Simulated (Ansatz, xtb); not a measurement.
Ranking isomers of H2NSi2

5 gas-phase structures of H2NSi2, found in a search over its isomers (lower ones may exist). Each was relaxed with GFN2-xTB:

A. `[H]/[Si]=N/[SiH]`, a doublet
B. `[Si]=N[SiH2]`, a doublet
C. `N#[Si][SiH2]`, a doublet
D. a doublet given by its coordinates
E. a doublet given by its coordinates

D (Å):

```xyz
5

N     0.2120   -0.3025    0.4251
Si   -0.2025   -0.0187    2.0726
Si   -0.2032    1.4104    0.2449
H     0.4375   -1.0898   -0.1669
H    -0.9855    1.4278   -1.0369
```

Close contacts (Å): N1–Si2 1.72, N1–Si3 1.77, Si2–Si3 2.32, N1–H4 1.01, Si3–H5 1.50.

E (Å):

```yaml
atoms:
  - { symbol: N, position_ang: [-2.5310, -1.0004, -0.5613] }
  - { symbol: Si, position_ang: [-2.2525, 0.1540, -1.6499] }
  - { symbol: Si, position_ang: [-1.6942, 1.8338, -2.9574] }
  - { symbol: H, position_ang: [-2.7242, -1.9871, -0.5616] }
  - { symbol: H, position_ang: [-2.9312, 2.6872, -2.6514] }
```

Close contacts (Å): N1–Si2 1.61, Si2–Si3 2.20, N1–H4 1.01, Si3–H5 1.53.

**Question.** Estimate their order in r2SCAN-D4/def2-SVP//GFN2-xTB energy at these geometries, lowest first.

**Answer.** Calculated order at r2SCAN-D4/def2-SVP//GFN2-xTB: B (0.0), D (10.0), A (29.2), E (33.7), C (67.1) kcal/mol.

Energies above the lowest of each column, in kcal/mol; the last columns are at r2SCAN-D4/def2-SVP geometries and were run for some of them only (a dash: not run or not comparable):

```csv
structure,GFN2-xTB,HF/STO-3G,r2SCAN-D4/def2-SVP//GFN2-xTB,r2SCAN-D4/def2-SVP,CCSD(T)/def2-TZVP
B,0.0,0.0,0.0,0.0,0.0
D,25.7,10.6,10.0,12.6,15.3
A,22.5,7.9,29.2,–,–
E,19.5,63.7,33.7,–,–
C,22.0,42.5,67.1,–,–
```

Every level run on B puts it lowest or level with the lowest. Some further structures that were screened fall inside this span and aren't listed. Flexible structures stand in one conformer each, not always the lowest. Frequencies (r2SCAN-D4/def2-SVP) were run for B, D alone. Open shells are spin-unrestricted, some with notable spin contamination.

Over these structures GFN2-xTB departs from r2SCAN-D4/def2-SVP//GFN2-xTB by 15.7 kcal/mol on average once a common shift is removed. A GFN2-xTB relaxation took about 0.25 s and the r2SCAN-D4/def2-SVP//GFN2-xTB energy about 4.5 s on a shared host (Ansatz 0.2.0, xtb 6.7.1).
